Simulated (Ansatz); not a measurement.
**One shape, several levels: AlH5O (Al(H2O)H3)**

We compute a comparison of 6 runs (HF/STO-3G, PBE0/STO-3G, r2SCAN/STO-3G, BCCD(T)/STO-3G, CCSDT/STO-3G, FCI/STO-3G) of AlH5O (Al(H2O)H3). 

The results are computed with Ansatz 0.2.0.

53 further runs of the same task are left out: 1 that didn't finish, 52 set aside as unsound or not needed.

### 1 The molecule

AlH5O has 7 atoms, charge 0, and is taken as a singlet. As SMILES, `[H][Al]([H])([H])<-[OH2]`. The H5–Al1 distance was set to 3.931 Å, away from the relaxed value. At this shape a bond of the SMILES string is far longer than usual.

Bond lengths: Al1–O2 1.891 Å, O2–H3 0.965 Å, O2–H4 0.964 Å, Al1–H6 1.570 Å, Al1–H7 1.574 Å. Angles: Al1–O2–H3 124.8°, Al1–O2–H4 123.3°, O2–Al1–H6 100.8°, O2–Al1–H7 95.1°, H3–O2–H4 111.4°, H6–Al1–H7 117.8°.

### 2 A single-point energy at HF/STO-3G (run 1)

input.yaml reads:

```yaml
crystal:
  periodic: [false, false, false]
  atoms:
    - symbol: Al
      position_ang: [-2.315351, -0.098110, -0.727417]
    - symbol: O
      position_ang: [-2.378461, 0.003310, 1.159643]
    - symbol: H
      position_ang: [-3.088221, -0.354270, 1.706413]
    - symbol: H
      position_ang: [-1.765561, 0.533380, 1.681873]
    - symbol: H
      position_ang: [1.607200, -0.040110, -0.978390]
    - symbol: H
      position_ang: [-3.089261, 1.210980, -1.118947]
    - symbol: H
      position_ang: [-3.091471, -1.463980, -0.819677]
basis:
  gaussian:
    orbitals: STO-3G
magnetization:
  spin_polarized: false
hamiltonian:
  xc: hf
accuracy: high
```

The run is started by

```console
$ ansatz run input.yaml --threads 1 --pin off --max-ram 2610MiB --events-out events.jsonl --progress --plain --runs-dir runs
```

Log:

```text
Warning: RAYON_NUM_THREADS=1 ignored (pool sized by the plan → 1); use --threads N
Functional definition: HF
  name "HF"
  exchange = exact_x
  correlation = 0
329 factors; integrals over basis functions are off by at most 5.1e-9 eV
mean field evaluation 1: about -8579.2456 eV, gradient 1.4e1 eV
mean field evaluation 2: about -8579.2753 eV, gradient 1.4e1 eV
mean field evaluation 4: about -8580.2436 eV, gradient 7.3e0 eV
mean field evaluation 8: about -8581.7001 eV, gradient 4.4e0 eV
mean field evaluation 16: about -8581.8797 eV, gradient 2.1e-7 eV
mean field -8581.87970528 eV, -315.3782621622 hartree, gradient 1.0e-8 eV, S^2 0.000000; 0 other end points of the search recorded, 0 dependent functions left out
reference -8581.87970528 eV, -315.3782621622 hartree; 13, 13 occupied and 6, 6 virtual orbitals, 329 factors
Total energy: -8581.87970528 eV, -315.3782621622 hartree
```

Run time: 0.08 s. Hardware: 1 thread of Arm Neoverse V2, shared host.

### 3 A single-point energy at PBE0/STO-3G (run 2)

run.yaml reads:

```yaml
crystal:
  periodic: [false, false, false]
  atoms:
    - {symbol: Al, position_ang: [-2.315351, -0.098110, -0.727417]}
    - {symbol: O, position_ang: [-2.378461, 0.003310, 1.159643]}
    - {symbol: H, position_ang: [-3.088221, -0.354270, 1.706413]}
    - {symbol: H, position_ang: [-1.765561, 0.533380, 1.681873]}
    - {symbol: H, position_ang: [1.607200, -0.040110, -0.978390]}
    - {symbol: H, position_ang: [-3.089261, 1.210980, -1.118947]}
    - {symbol: H, position_ang: [-3.091471, -1.463980, -0.819677]}
basis:
  gaussian: {orbitals: STO-3G}
hamiltonian: {xc: {name: PBE0}}
accuracy: high
```

The run is started by

```console
$ ansatz run run.yaml --threads 1 --pin off --max-ram 2610MiB --events-out events.jsonl --progress --plain --runs-dir runs
```

Log:

```text
Warning: RAYON_NUM_THREADS=1 ignored (pool sized by the plan → 1); use --threads N
Functional definition: PBE0
  name "PBE0"
  parameter a = 0.25
  parameter kappa = 0.804
  parameter beta = 0.06672455060314922
  exchange = (1 - a)*pbe_x(kappa = kappa, mu = beta*pi^2/3) + a*exact_x
  correlation = pbe_c(beta = beta)
329 factors; integrals over basis functions are off by at most 5.1e-9 eV
mean field evaluation 1: about -8597.8810 eV, gradient 1.9e1 eV
mean field evaluation 2: about -8585.1428 eV, gradient 2.6e1 eV
mean field evaluation 4: about -8589.2227 eV, gradient 2.1e1 eV
mean field evaluation 8: about -8600.7464 eV, gradient 1.2e1 eV
mean field evaluation 16: about -8603.4172 eV, gradient 7.5e-9 eV
mean field -8603.41718112 eV, -316.1697498004 hartree, gradient 2.9e-8 eV, S^2 0.000000; 0 other end points of the search recorded, 0 dependent functions left out
reference -8603.41718296 eV, -316.1697498680 hartree; 13, 13 occupied and 6, 6 virtual orbitals, 329 factors
Total energy: -8603.41718296 eV, -316.1697498680 hartree
```

It took 1.1 s on 1 thread of Arm Neoverse V2, shared host; peak memory 0.099 GiB.

Runs 3 to 5 aren't shown in full; the table further down has their settings and results.

### 4 The energy at FCI/STO-3G (run 6)

molecule.yaml reads:

```yaml
crystal:
  periodic: [false, false, false]
  atoms:
    - {symbol: Al, position_ang: [-2.315351, -0.098110, -0.727417]}
    - {symbol: O, position_ang: [-2.378461, 0.003310, 1.159643]}
    - {symbol: H, position_ang: [-3.088221, -0.354270, 1.706413]}
    - {symbol: H, position_ang: [-1.765561, 0.533380, 1.681873]}
    - {symbol: H, position_ang: [1.607200, -0.040110, -0.978390]}
    - {symbol: H, position_ang: [-3.089261, 1.210980, -1.118947]}
    - {symbol: H, position_ang: [-3.091471, -1.463980, -0.819677]}
basis:
  gaussian:
    orbitals: STO-3G
accuracy: high
correlation:
  method: fci
  frozen_orbitals: {Al: 5, H: 0, O: 1}
```

The run is started by

```console
$ ansatz run molecule.yaml --threads 1 --pin off --max-ram 2610MiB --events-out events.jsonl --progress --plain --runs-dir runs
```

Log, shortened:

```text
Warning: RAYON_NUM_THREADS=1 ignored (pool sized by the plan → 1); use --threads N
[... 2 set-up lines as earlier in the session ...]
[...]
329 factors; integrals over basis functions are off by at most 5.1e-9 eV
[...]
mean field -8581.87970528 eV, -315.3782621622 hartree, gradient 1.0e-8 eV, S^2 0.000000; 0 other end points of the search recorded, 0 dependent functions left out; unrestricted orbitals would lower it
unrestricted determinant -8586.32695312 eV, -315.5416955056 hartree, S^2 0.9987
6 core orbitals not correlated: weight in the atoms' cores, before any rotation towards them, 0.999 or more for the frozen orbitals, at most 0.000 for the correlated occupied ones
reference -8581.87970528 eV, -315.3782621622 hartree; 7, 7 occupied and 6, 6 virtual orbitals, 329 factors
state -8588.72337960 eV, -315.6297625544 hartree
Total energy: -8588.72337960 eV, -315.6297625544 hartree
```

It took 11 s on 1 thread of Arm Neoverse V2, shared host; peak memory 0.28 GiB.

### 5 All runs side by side

```
run           level  frozen core orbitals  energy (Eh)  wall time
  1       HF/STO-3G                     –  -315.378262     0.08 s
  2     PBE0/STO-3G                     –  -316.169750      1.1 s
  3   r2SCAN/STO-3G                     –  -316.317514      2.8 s
  4  BCCD(T)/STO-3G                     6  -315.630875     0.16 s
  5    CCSDT/STO-3G                     6  -315.629667     0.28 s
  6      FCI/STO-3G                     6  -315.629763       11 s
```

### 6 What came out

| quantity | value |
| --- | --- |
| run 6: total energy | -315.62976 Eh |
| run 6: correlation energy (6 core orbitals frozen) | -251.5 mEh |

In words: Against full CI in this basis: HF +251.5 mEh; BCCD(T) -1.1 mEh; CCSDT +0.1 mEh. Totals of different functionals can't be ranked against each other. In runs 4, 5 the log says that unrestricted orbitals would lower the reference, so the values rest on an unstable closed-shell determinant (other closed-shell runs at this shape may share the fault). In runs 1, 2, 3, 4, 5, 6 the basis is minimal, so the values are rough. All runs together took 16 s, the longest 11 s.
